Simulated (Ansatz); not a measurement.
Species, as SMILES: [O+]#[Si-] (O-Si).
Geometry (B3LYP-D3(BJ)/def2-TZVP, fixed):
```
Si
O 1 1.5131
```
Charge 0, spin multiplicity 1.

Basis-set convergence of the dipole moment at PBE with Ansatz (a program for electronic structure). Dipoles come from the density behind the forces; the sign is taken along the dipole that this method gives in the largest set. Cartesian d functions, on some or all atoms, in 6-31G**, 6-311G**; all else is spherical. The program fits the integrals of some runs and decomposes those of others, by size. No added dispersion term, no relativity. Reference: the value in aug-pcseg-3, 2.911 D, itself unsure by roughly 0.003 D (its mean distance from aug-cc-pV(Q+d)Z, def2-QZVPPD). Deviations are taken from unrounded values.

| basis | functions | dipole moment (D) | minus reference (D) |
|---|---|---|---|
| STO-3G | 14 | 1.084 | -1.827 |
| 3-21G | 22 | 1.691 | -1.220 |
| 6-31G | 22 | 2.389 | -0.521 |
| def2-SVP | 32 | 2.333 | -0.577 |
| 6-31G** | 34 | 2.296 | -0.614 |
| 6-311G** | 45 | 2.551 | -0.360 |
| def2-SVPD | 47 | 2.897 | -0.014 |
| def2-TZVP | 68 | 2.795 | -0.116 |
| def2-TZVPP | 73 | 2.795 | -0.116 |
| def2-TZVPD | 83 | 2.896 | -0.014 |
| def2-TZVPPD | 88 | 2.895 | -0.016 |
| def2-QZVPP | 127 | 2.883 | -0.028 |
| def2-QZVPPD | 142 | 2.906 | -0.004 |

The smallest set listed that lies within 0.1 D of the reference with all its larger relatives (same family, alike in diffuse functions; a set with none counts only in the reference's own line) is def2-SVPD (47 functions, -0.014 D off). Inside, with no larger relative to test it: def2-QZVPP.
